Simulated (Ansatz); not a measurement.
# One shape, several levels: N2 (nitrogen)

We compute a comparison of 6 runs (BHLYP/STO-3G, SVWN5/STO-3G, UB3LYP/STO-3G, r2SCAN0/STO-3G, revPBE/STO-3G, MP2/STO-3G) of N2 (nitrogen). 

Program for the calculation: Ansatz 0.2.0.

29 further runs of the same task are left out: 15 that didn't finish, 14 set aside as unsound or not needed.

### 1 Starting point

N2 has 2 atoms, charge 0, and is taken as a singlet. SMILES: `N#N`. The N2–N1 distance was set to 2.724 Å, away from the relaxed value.

### 2 The energy at BHLYP/STO-3G (run 1)

Input file molecule.yaml:

```yaml
basis:
  gaussian: {orbitals: STO-3G}
crystal:
  periodic: [false, false, false]
  atoms:
    - {symbol: "N", position_ang: [1.862003, -0.601201, 0.959202]}
    - {symbol: "N", position_ang: [-0.465500, 0.150300, -0.239800]}
hamiltonian: {xc: {name: BHLYP}}
magnetization: {spin_polarized: false}
accuracy: high
```

Started as:

```console
$ ansatz run molecule.yaml --threads 1 --pin off --max-ram 2610MiB --events-out events.jsonl --progress --plain --runs-dir runs
```

Output:

```text
Warning: RAYON_NUM_THREADS=1 ignored (pool sized by the plan → 1); use --threads N
Functional definition: BHLYP
  name "BHLYP"
  parameter a = 0.5
  exchange = (1 - a)*b88_x + a*exact_x
  correlation = lyp_c
143 factors; integrals over basis functions are off by at most 8.1e-9 eV
mean field evaluation 1: about -2918.8120 eV, gradient 7.7e-1 eV
mean field evaluation 2: about -2918.8158 eV, gradient 6.3e-2 eV
mean field evaluation 4: about -2918.8071 eV, gradient 1.0e-3 eV
mean field evaluation 8: about -2918.8071 eV, gradient 1.8e-7 eV
mean field evaluation 16: about -2919.3109 eV, gradient 3.2e0 eV
mean field evaluation 32: about -2921.0994 eV, gradient 8.7e0 eV
mean field -2922.62633094 eV, -107.4045366347 hartree, gradient 2.1e-8 eV, S^2 0.000000; 6 other end points of the search recorded, 0 dependent functions left out
reference -2922.62634269 eV, -107.4045370665 hartree; 7, 7 occupied and 3, 3 virtual orbitals, 143 factors
Total energy: -2922.62634269 eV, -107.4045370665 hartree
```

Wall time 0.65 s (1 thread of Intel Xeon Platinum 8375C at 2.90GHz (Ice Lake), shared host).

### 3 The energy at SVWN5/STO-3G (run 2)

Input file input.yaml:

```yaml
crystal:
  periodic: [false, false, false]
  atoms:
    - {symbol: N, position_ang: [1.862003, -0.601201, 0.959202]}
    - {symbol: N, position_ang: [-0.465500, 0.150300, -0.239800]}
basis:
  gaussian:
    orbitals: STO-3G
hamiltonian:
  xc: {name: SVWN5}
accuracy: high
```

Started as:

```console
$ ansatz run input.yaml --threads 1 --pin off --max-ram 2610MiB --events-out events.jsonl --progress --plain --runs-dir runs
```

Output:

```text
Warning: RAYON_NUM_THREADS=1 ignored (pool sized by the plan → 1); use --threads N
Functional definition: SVWN5
  name "SVWN5"
  exchange = slater_x
  correlation = vwn5_c
143 factors; integrals over basis functions are off by at most 8.1e-9 eV
mean field evaluation 1: about -2901.3953 eV, gradient 6.1e-1 eV
mean field evaluation 2: about -2901.3970 eV, gradient 3.1e-1 eV
mean field evaluation 4: about -2901.3831 eV, gradient 3.0e-2 eV
mean field evaluation 8: about -2901.3831 eV, gradient 1.2e-5 eV
mean field evaluation 16: about -2897.7072 eV, gradient 7.2e-1 eV
mean field evaluation 32: about -2900.5217 eV, gradient 2.6e-1 eV
mean field -2901.38314898 eV, -106.6238640968 hartree, gradient 5.4e-10 eV, S^2 0.000000; 5 other end points of the search recorded, 0 dependent functions left out
reference -2901.38315001 eV, -106.6238641347 hartree; 7, 7 occupied and 3, 3 virtual orbitals, 143 factors
Total energy: -2901.38315001 eV, -106.6238641347 hartree
```

It took 0.34 s on 1 thread of Intel Xeon Platinum 8375C at 2.90GHz (Ice Lake), shared host.

Runs 3 to 5 aren't shown in full; the table further down has their settings and results.

### 4 A single-point energy at MP2/STO-3G (run 6)

Input file job.yaml:

```yaml
basis:
  gaussian:
    orbitals: STO-3G
crystal:
  periodic: [false, false, false]
  atoms:
    - {symbol: "N", position_ang: [1.862003, -0.601201, 0.959202]}
    - {symbol: N, position_ang: [-0.465500, 0.150300, -0.239800]}
correlation:
  method: mp2
  frozen_orbitals: {"N": 1}
accuracy: high
```

Started as:

```console
$ ansatz run job.yaml --threads 1 --pin off --max-ram 2610MiB --events-out events.jsonl --progress --plain --runs-dir runs
```

Output, shortened:

```text
Warning: RAYON_NUM_THREADS=1 ignored (pool sized by the plan → 1); use --threads N
Functional definition: HF
  name "HF"
[...]
143 factors; integrals over basis functions are off by at most 8.1e-9 eV
[...]
mean field -2908.70415673 eV, -106.8929061693 hartree, gradient 6.0e-10 eV, S^2 0.000000; 21 other end points of the search recorded, 0 dependent functions left out; unrestricted orbitals would lower it
unrestricted determinant -2919.08170594 eV, -107.2742740688 hartree, S^2 2.9864
2 core orbitals not correlated: weight in the atoms' cores, before any rotation towards them, 1.000 or more for the frozen orbitals, at most 0.000 for the correlated occupied ones
reference -2908.70415673 eV, -106.8929061693 hartree; 5, 5 occupied and 3, 3 virtual orbitals, 143 factors
second order -4.69271124 eV of doubles, -0.00000000 eV of singles
WARN: the method's energy lies above the unrestricted determinant's, so it is not that of the lowest state
Total energy: -2913.39686797 eV, -107.0653601264 hartree
```

Wall time 0.16 s (1 thread of Intel Xeon Platinum 8375C at 2.90GHz (Ice Lake), shared host).

### 5 The series

| run | level | frozen core orbitals | energy (Eh) | wall time |
| --- | --- | --- | --- | --- |
| 1 | BHLYP/STO-3G | – | -107.404537 | 0.65 s |
| 2 | SVWN5/STO-3G | – | -106.623864 | 0.34 s |
| 3 | UB3LYP/STO-3G | – | -107.776178 | 3.6 s |
| 4 | r2SCAN0/STO-3G | – | -107.389050 | 1.9 s |
| 5 | revPBE/STO-3G | – | -107.544550 | 0.5 s |
| 6 | MP2/STO-3G | 2 | -107.065360 | 0.16 s |

### 6 Results

| quantity | value |
| --- | --- |
| run 6: total energy | -107.06536 Eh |
| run 6: correlation energy (2 core orbitals frozen) | -172.5 mEh |

What this shows: Totals of different functionals can't be ranked against each other. In run 6 the log says that unrestricted orbitals would lower the reference, so the values rest on an unstable closed-shell determinant (other closed-shell runs at this shape may share the fault). In runs 1, 2, 3, 4, 5, 6 the basis is minimal, so the values are rough. In runs 1, 2, 4, 5, 6 a closed-shell determinant meets a far-stretched bond, which it describes badly. Spin contamination of the reference: run 3 ⟨S²⟩ = 2.95. Where it is this large, the reference is a mixture of spin states, and values that rest on it are in doubt. All runs together took 7.2 s, the longest 3.6 s.
